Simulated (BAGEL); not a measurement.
**One shape, several levels: doublet CH3NO+**

We compute a comparison of 5 runs (UHF/3-21G, ROHF/6-31G*, UHF/6-31G*, ROHF/def2-TZVP, UHF/def2-TZVP) of doublet CH3NO+. 

The results are computed with BAGEL 1.2.2.

**1. The molecule**

CH3NO+: 6 atoms, total charge +1, spin state doublet. As SMILES of the parent species, `CN=O`. The shape is that of a PBE0-D4/def2-TZVP optimisation. That shape belongs to the parent species and isn't relaxed for this state.

Bond lengths: C1–N2 1.468 Å, N2–O3 1.193 Å, C1–H4 1.094 Å, C1–H5 1.094 Å, C1–H6 1.092 Å. Angles: C1–N2–O3 113.9°, N2–C1–H4 106.8°, N2–C1–H5 106.8°, N2–C1–H6 111.9°, H4–C1–H5 107.0°, H4–C1–H6 112.0°, H5–C1–H6 112.0°.

**2. The energy at UHF/3-21G (density fitting with cc-pvqz-jkfit) (run 1)**

input.json reads:

```json
{ "bagel" : [

{
  "title" : "molecule",
  "basis" : "3-21g",
  "df_basis" : "cc-pvqz-jkfit",
  "angstrom" : "true",
  "geometry" : [
    { "atom" : "C", "xyz" : [   -0.173320,    0.295060,   -0.257500 ] },
    { "atom" : "N", "xyz" : [   -0.093510,   -0.930080,    0.547430 ] },
    { "atom" : "O", "xyz" : [    0.960290,   -1.089300,    1.083500 ] },
    { "atom" : "H", "xyz" : [   -0.434830,   -0.011430,   -1.274170 ] },
    { "atom" : "H", "xyz" : [   -1.017200,    0.873040,    0.129410 ] },
    { "atom" : "H", "xyz" : [    0.758570,    0.862730,   -0.228690 ] }
  ]
},
{ "title" : "uhf", "charge" : 1, "nopen" : 1 },
{ "title" : "print", "file" : "orbitals.molden", "orbitals" : "true" }

]}
```

Command:

```
$ BAGEL_NUM_THREADS=1 BAGEL input.json > input.out
```

What it wrote:

```text
* using 1 threads per process

  ===============================================================
  ===============================================================

  *** Geometry ***

  { "atom" : "C", "xyz" : [     -0.327527,      0.557583,     -0.486604 ] },
  { "atom" : "N", "xyz" : [     -0.176708,     -1.757596,      1.034493 ] },
  { "atom" : "O", "xyz" : [      1.814685,     -2.058479,      2.047518 ] },
  { "atom" : "H", "xyz" : [     -0.821710,     -0.021600,     -2.407832 ] },
  { "atom" : "H", "xyz" : [     -1.922229,      1.649806,      0.244549 ] },
  { "atom" : "H", "xyz" : [      1.433490,      1.630323,     -0.432161 ] },

  Number of auxiliary basis functions:      471

  Since a DF basis is specified, we compute 2- and 3-index integrals:
    o Being stored without compression. Storage requirement is 0.004 GB

  Number of basis functions:       33
  Number of electrons      :       24

    * METHOD: MOLECULE                             0.15

  *** Open-shell HF ***

  === Nuclear Repulsion ===
    70.9280127314

      * DIIS with orbital gradients will be used.

  === UHF iteration (3-21g) ===
      0       -167.42874368          0.05931227           0.02
      1       -167.47255621          0.05943041           0.02
      2       -167.46838536          0.06123504           0.02
      3       -167.53171681          0.00432094           0.02
      4       -167.53314083          0.00275313           0.02
      5       -167.53439267          0.00223453           0.02
      6       -167.53555468          0.00196330           0.02
      7       -167.53834148          0.00093090           0.02
      8       -167.53930166          0.00045400           0.02
      9       -167.53918041          0.00053845           0.02
     10       -167.53954283          0.00022199           0.02
     11       -167.53965303          0.00021529           0.02
     12       -167.53991664          0.00023100           0.02
     13       -167.53999114          0.00021669           0.02
     14       -167.54017237          0.00015433           0.02
     15       -167.54043931          0.00019997           0.02
     16       -167.54055028          0.00028643           0.02
     17       -167.54055526          0.00031000           0.02
     18       -167.54055425          0.00006240           0.02
     19       -167.54055480          0.00001892           0.02
     20       -167.54056045          0.00002179           0.02
     21       -167.54056152          0.00000476           0.02
     22       -167.54056162          0.00000162           0.02
     23       -167.54056165          0.00000117           0.02
     24       -167.54056166          0.00000069           0.02
     25       -167.54056167          0.00000046           0.02
     26       -167.54056167          0.00000041           0.02
     27       -167.54056167          0.00000023           0.02
     28       -167.54056167          0.00000015           0.02
     29       -167.54056167          0.00000005           0.02
     30       -167.54056167          0.00000003           0.02
     31       -167.54056167          0.00000002           0.02
     32       -167.54056167          0.00000001           0.02
     33       -167.54056167          0.00000001           0.02
     34       -167.54056167          0.00000001           0.02
     35       -167.54056167          0.00000001           0.02
    * SCF iteration converged.

    * S^2 (UHF) is 0.9058

    * Permanent dipole moment:
           (    0.223011,    -0.590726,     0.464631) a.u.

    * METHOD: UHF                                  0.87

    * METHOD: PRINT                                0.00

  ===============================================================
```

It took 1.1 s on 1 thread of Arm Neoverse V1, shared host.

**3. The energy at ROHF/6-31G(d) (density fitting with cc-pvqz-jkfit, spherical functions) (run 2)**

job.json reads:

```json
{ "bagel" : [

{
  "title" : "molecule",
  "basis" : "6-31gs.json",
  "df_basis" : "cc-pvqz-jkfit",
  "angstrom" : "true",
  "geometry" : [
    { "atom" : "C", "xyz" : [   -0.173320,    0.295060,   -0.257500 ] },
    { "atom" : "N", "xyz" : [   -0.093510,   -0.930080,    0.547430 ] },
    { "atom" : "O", "xyz" : [    0.960290,   -1.089300,    1.083500 ] },
    { "atom" : "H", "xyz" : [   -0.434830,   -0.011430,   -1.274170 ] },
    { "atom" : "H", "xyz" : [   -1.017200,    0.873040,    0.129410 ] },
    { "atom" : "H", "xyz" : [    0.758570,    0.862730,   -0.228690 ] }
  ]
},
{
  "title" : "rohf",
  "charge" : 1,
  "nopen" : 1
},
{
  "title" : "print",
  "file" : "orbitals.molden",
  "orbitals" : "true"
}

]}
```

The basis set 6-31G* is read from a file made from the Basis Set Exchange's data (not shown).

Command:

```
$ BAGEL_NUM_THREADS=1 BAGEL job.json > job.out
```

What it wrote:

```text
* using 1 threads per process

  ===============================================================
  ===============================================================

  *** Geometry ***

  { "atom" : "C", "xyz" : [     -0.327527,      0.557583,     -0.486604 ] },
  { "atom" : "N", "xyz" : [     -0.176708,     -1.757596,      1.034493 ] },
  { "atom" : "O", "xyz" : [      1.814685,     -2.058479,      2.047518 ] },
  { "atom" : "H", "xyz" : [     -0.821710,     -0.021600,     -2.407832 ] },
  { "atom" : "H", "xyz" : [     -1.922229,      1.649806,      0.244549 ] },
  { "atom" : "H", "xyz" : [      1.433490,      1.630323,     -0.432161 ] },

  Number of auxiliary basis functions:      471

  Since a DF basis is specified, we compute 2- and 3-index integrals:
    o Being stored without compression. Storage requirement is 0.009 GB

  Number of basis functions:       48
  Number of electrons      :       24

    * METHOD: MOLECULE                             0.16

  *** Open-shell HF ***

  === Nuclear Repulsion ===
    70.9280127314

      * DIIS with orbital gradients will be used.

  === ROHF iteration (6-31gs.json) ===
      0       -168.38659239          0.04626690           0.03
      1       -168.41788718          0.04506220           0.03
      2       -168.40911512          0.04689351           0.03
      3       -168.48895887          0.00365332           0.03
      4       -168.49065938          0.00192721           0.03
      5       -168.49168315          0.00177934           0.03
      6       -168.49271193          0.00166450           0.03
      7       -168.49497244          0.00096754           0.03
      8       -168.49596244          0.00047939           0.03
      9       -168.49662296          0.00070968           0.03
     10       -168.49619371          0.00024230           0.03
     11       -168.49671046          0.00011623           0.03
     12       -168.49656782          0.00004265           0.03
     13       -168.49660164          0.00001835           0.04
     14       -168.49662164          0.00000587           0.03
     15       -168.49661508          0.00000281           0.03
     16       -168.49661657          0.00000098           0.04
     17       -168.49661675          0.00000043           0.04
     18       -168.49661675          0.00000013           0.03
     19       -168.49661661          0.00000008           0.04
     20       -168.49661659          0.00000004           0.03
     21       -168.49661659          0.00000002           0.04
     22       -168.49661659          0.00000001           0.04
    * SCF iteration converged.

    * S^2 (ROHF) is 0.7500

    * Permanent dipole moment:
           (    0.260851,    -0.499879,     0.423007) a.u.

    * METHOD: ROHF                                 0.86

    * METHOD: PRINT                                0.01

  ===============================================================
```

Run time: 1.2 s. Hardware: 1 thread of Arm Neoverse V1, shared host.

Runs 3 to 4 aren't shown in full; the table further down has their settings and results.

**4. A single-point energy at UHF/def2-TZVP (density fitting with cc-pvqz-jkfit) (run 5)**

calc.json reads:

```json
{ "bagel": [

{
  "title": "molecule",
  "basis": "def2-tzvp.json",
  "df_basis": "cc-pvqz-jkfit",
  "angstrom": "true",
  "geometry": [
    { "atom": "C", "xyz": [   -0.173320,    0.295060,   -0.257500 ] },
    { "atom": "N", "xyz": [   -0.093510,   -0.930080,    0.547430 ] },
    { "atom": "O", "xyz": [    0.960290,   -1.089300,    1.083500 ] },
    { "atom": "H", "xyz": [   -0.434830,   -0.011430,   -1.274170 ] },
    { "atom": "H", "xyz": [   -1.017200,    0.873040,    0.129410 ] },
    { "atom": "H", "xyz": [    0.758570,    0.862730,   -0.228690 ] }
  ]
},
{ "title": "uhf", "charge": 1, "nopen": 1 },
{ "title": "print", "file": "orbitals.molden", "orbitals": "true" }

]}
```

The basis set def2-TZVP is read from a file made from the Basis Set Exchange's data (not shown).

Command:

```
$ BAGEL_NUM_THREADS=1 BAGEL calc.json > calc.out
```

What it wrote:

```text
* using 1 threads per process

  ===============================================================
  ===============================================================

  *** Geometry ***

  { "atom" : "C", "xyz" : [     -0.327527,      0.557583,     -0.486604 ] },
  { "atom" : "N", "xyz" : [     -0.176708,     -1.757596,      1.034493 ] },
  { "atom" : "O", "xyz" : [      1.814685,     -2.058479,      2.047518 ] },
  { "atom" : "H", "xyz" : [     -0.821710,     -0.021600,     -2.407832 ] },
  { "atom" : "H", "xyz" : [     -1.922229,      1.649806,      0.244549 ] },
  { "atom" : "H", "xyz" : [      1.433490,      1.630323,     -0.432161 ] },

  Number of auxiliary basis functions:      471

  Since a DF basis is specified, we compute 2- and 3-index integrals:
    o Being stored without compression. Storage requirement is 0.046 GB

  Number of basis functions:      111
  Number of electrons      :       24

    * METHOD: MOLECULE                             0.25

  *** Open-shell HF ***

  === Nuclear Repulsion ===
    70.9280127314

      * DIIS with orbital gradients will be used.

  === UHF iteration (def2-tzvp.json) ===
      0       -168.40361041          0.03778805           0.09
      1       -168.44800351          0.03741997           0.10
      2       -168.43938169          0.03834268           0.10
      3       -168.56911813          0.00237701           0.10
      4       -168.57129472          0.00141205           0.10
      5       -168.57259344          0.00117554           0.10
      6       -168.57381578          0.00106181           0.10
      7       -168.57712753          0.00067887           0.10
      8       -168.57900421          0.00018255           0.10
      9       -168.57911740          0.00013918           0.10
     10       -168.57934869          0.00014620           0.10
     11       -168.57936956          0.00008674           0.10
     12       -168.57950334          0.00006830           0.10
     13       -168.57963808          0.00005739           0.10
     14       -168.57987289          0.00005205           0.10
     15       -168.58008567          0.00005822           0.10
     16       -168.57995193          0.00008918           0.10
     17       -168.58013423          0.00005772           0.10
     18       -168.58014214          0.00001830           0.10
     19       -168.58015140          0.00000670           0.10
     20       -168.58015465          0.00000429           0.10
     21       -168.58015543          0.00000120           0.10
     22       -168.58015543          0.00000057           0.10
     23       -168.58015543          0.00000047           0.10
     24       -168.58015543          0.00000019           0.10
     25       -168.58015544          0.00000012           0.10
     26       -168.58015544          0.00000008           0.10
     27       -168.58015544          0.00000004           0.10
     28       -168.58015544          0.00000002           0.10
     29       -168.58015544          0.00000001           0.10
     30       -168.58015544          0.00000001           0.10
     31       -168.58015544          0.00000001           0.10
    * SCF iteration converged.

    * S^2 (UHF) is 0.8804

    * Permanent dipole moment:
           (    0.192846,    -0.457672,     0.368261) a.u.

    * METHOD: UHF                                  3.24

    * METHOD: PRINT                                0.03

  ===============================================================
```

It took 3.9 s on 1 thread of Arm Neoverse V1, shared host.

**5. Overview of the runs**

```
run                                                                  level  energy (Eh)   ⟨S²⟩  wall time
  1                         UHF/3-21G (density fitting with cc-pvqz-jkfit)  -167.540562  0.906      1.1 s
  2  ROHF/6-31G* (density fitting with cc-pvqz-jkfit, spherical functions)  -168.496617  0.750      1.2 s
  3   UHF/6-31G* (density fitting with cc-pvqz-jkfit, spherical functions)  -168.506236  0.877      1.6 s
  4                    ROHF/def2-TZVP (density fitting with cc-pvqz-jkfit)  -168.569726  0.750      2.9 s
  5                     UHF/def2-TZVP (density fitting with cc-pvqz-jkfit)  -168.580155  0.880      3.9 s
```

**6. Results**

```
           quantity          value
run 5: total energy  -168.58016 Eh
        run 5: ⟨S²⟩          0.880
```

In words: Spin contamination of the reference: run 1 ⟨S²⟩ = 0.91, run 5 ⟨S²⟩ = 0.88, run 3 ⟨S²⟩ = 0.88. All runs together took 11 s, the longest 3.9 s.
